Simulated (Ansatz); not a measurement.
A nudged elastic band was laid between two geometries of H₄OSi (6 atoms, charge 0, multiplicity 1).

Level of theory: RKS B3LYP-D4/def2-SVP (Ansatz 0.2.0).

- movable images: 5
- climbing image: yes
- spring: 5.0 eV/Å²
- optimiser: quadratic models (default)
- start path: through a guess of the saddle point
- force threshold: 0.03 eV/Å
- iteration limit: 60
- end points: relaxed

Initial state:

```xyz
6
Properties=species:S:1:pos:R:3
Si 0.301 -0.021 0.079
O 0.594 -0.114 1.720
H -0.170 -0.173 2.305
H 1.631 0.055 -0.575
H -0.500 1.189 -0.281
H -0.436 -1.218 -0.430
```

Final state:

```xyz
6
Properties=species:S:1:pos:R:3
Si 0.028 0.193 -0.750
O 0.950 0.141 1.137
H 0.410 -0.304 1.807
H 1.797 -0.329 1.099
H -1.034 1.104 -0.128
H -0.731 -1.087 -0.346
```

Task: What changes between the two ends?

Result: Bonds broken: Si1–H4. Bonds formed: O2–H4.

Task: Give the energies along the band, and the barrier.

Result: The forces met the threshold. The highest image is number 4 of 0 to 6, 316.6 kJ/mol above the first end and 95.0 kJ/mol above the last; the last end lies 221.6 kJ/mol above the first. Beside the main top the profile has a ripple of under 15 meV (maxima at images 1, 4), which may be a very shallow well or noise. Neighbouring images differ by up to 2.1 eV, so the band resolves the path poorly. A vibrational analysis at the climbing image gives one clearly imaginary mode, 1470i cm⁻¹: a first-order saddle point. The orbitals stay closed-shell, which can raise the energy where a bond breaks towards radicals; this wasn't checked here.

| image | path coordinate (Å) | energy (kJ/mol) | Si1–H4 (Å) | O2–H4 (Å) |
| --- | --- | --- | --- | --- |
| 0 | 0.00 | 0.0 | 1.48 | 2.52 |
| 1 | 0.63 | 2.4 | 1.49 | 2.60 |
| 2 | 1.27 | 1.9 | 1.49 | 2.55 |
| 3 | 1.90 | 118.1 | 1.48 | 1.97 |
| 4 | 2.54 | 316.6 | 1.62 | 1.29 |
| 5 | 3.24 | 229.5 | 2.34 | 0.97 |
| 6 | 3.94 | 221.6 | 2.61 | 0.97 |

Task: What is the geometry of the highest image?

Result: 
```xyz
6
Properties=species:S:1:pos:R:3
Si 0.160 0.043 -0.345
O 0.677 0.192 1.515
H 0.594 -0.662 1.974
H 1.515 0.009 0.550
H -0.715 1.246 -0.542
H -0.810 -1.110 -0.332
```

Time of the run: 2.1 min on 1 thread of AMD EPYC 7R43 64-Core Processor (Zen 3), on a shared host, peak memory 0.11 GiB.
